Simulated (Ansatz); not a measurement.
# BNH2F (SMILES N[B]F): the vertical ionisation energy, rung by rung

The species is BNH2F (5 atoms), meant as a doublet with charge 0. As SMILES, `N[B]F`. The shape is that of a PBE0-D4/def2-TZVP optimisation. This is one conformer, not always the lowest.

Quantity: the vertical ionisation energy (to the singlet cation), in eV. The values are calculated.

```csv
level,kind,program,value (eV),less FCI/STO-3G,CPU time (all runs)
UHF/STO-3G,Hartree–Fock,Ansatz,6.11,+1.23,0.13 s
USVWN5/STO-3G,LDA,Ansatz,5.42,+0.54,1.2 s
UBHLYP/STO-3G,global hybrid,Ansatz,6.18,+1.30,2 s
UPBE0/STO-3G,global hybrid,Ansatz,5.99,+1.11,2 s
UHSE06/STO-3G,range-separated hybrid,Ansatz,5.98,+1.10,2.7 s
UB2PLYP/STO-3G,double hybrid,Ansatz,5.58,+0.70,2.5 s
UMP2/STO-3G,perturbation theory,Ansatz,5.08,+0.20,0.15 s
UBCCD(T)/STO-3G,coupled cluster or CI,Ansatz,4.89,+0.01,0.38 s
FCI/STO-3G,exact in the basis,Ansatz,4.88,0.00,1.7 min
```

FCI/STO-3G is exact within its basis and frozen core, so for wave-function methods in that basis the difference is their error; functionals converge differently with the basis, so for them it is only a difference. The values span 4.88 to 6.18 eV. All rows use very small basis sets, so even the best lies far from the true value. CPU times are rough (shared hosts, several kinds of processor): they show what a rung costs within a factor of a few.
